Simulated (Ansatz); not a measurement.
**Pyrite PtSb₂**

Computed with r²SCAN-D4 (Ansatz, an electronic-structure program, plane waves, PAW).

Numerical settings: plane-wave cutoff 560 eV, 6×6×6 k mesh, Fermi–Dirac smearing 0.01 eV, scalar-relativistic PAW data made under PBE.

Cell (relaxed at this level):

```cif
data_Pt4Sb8
_chemical_formula_sum 'Sb8 Pt4'
_space_group_name_H-M_alt 'P 1'
_space_group_IT_number 1
_cell_length_a 6.48031
_cell_length_b 6.48031
_cell_length_c 6.48031
_cell_angle_alpha 90.000
_cell_angle_beta 90.000
_cell_angle_gamma 90.000
loop_
_space_group_symop_operation_xyz
  'x, y, z'
loop_
_atom_site_label
_atom_site_type_symbol
_atom_site_fract_x
_atom_site_fract_y
_atom_site_fract_z
_atom_site_occupancy
Sb1 Sb 0.62455 0.87545 0.12455 1
Sb2 Sb 0.12455 0.62455 0.87545 1
Sb3 Sb 0.62455 0.62455 0.62455 1
Sb4 Sb 0.37545 0.37545 0.37545 1
Sb5 Sb 0.87545 0.12455 0.62455 1
Sb6 Sb 0.87545 0.37545 0.12455 1
Sb7 Sb 0.12455 0.87545 0.37545 1
Sb8 Sb 0.37545 0.12455 0.87545 1
Pt1 Pt 0.00000 0.50000 0.50000 1
Pt2 Pt 0.50000 0.00000 0.50000 1
Pt3 Pt 0.00000 0.00000 0.00000 1
Pt4 Pt 0.50000 0.50000 0.00000 1
```

```yaml
bulk_modulus: 121 GPa
band_gap: 0.02 eV (under three smearing widths, so not firm)
smallest_direct_gap_on_the_k_points_sampled: 0.24 eV
"Γ–Γ gap": 0.61 eV
```

Measured, for comparison: band gap 0.11 eV (low temperature, zero-point motion not removed; as tabulated in Saeed et al. (2013), arXiv:1402.4256).

Note: the bulk modulus comes from volumes at which shape and atoms were relaxed.

Spin–orbit coupling is not included; it can close the smallest gap of 0.02 eV.

The computed numbers hold no vibrational or temperature effects.
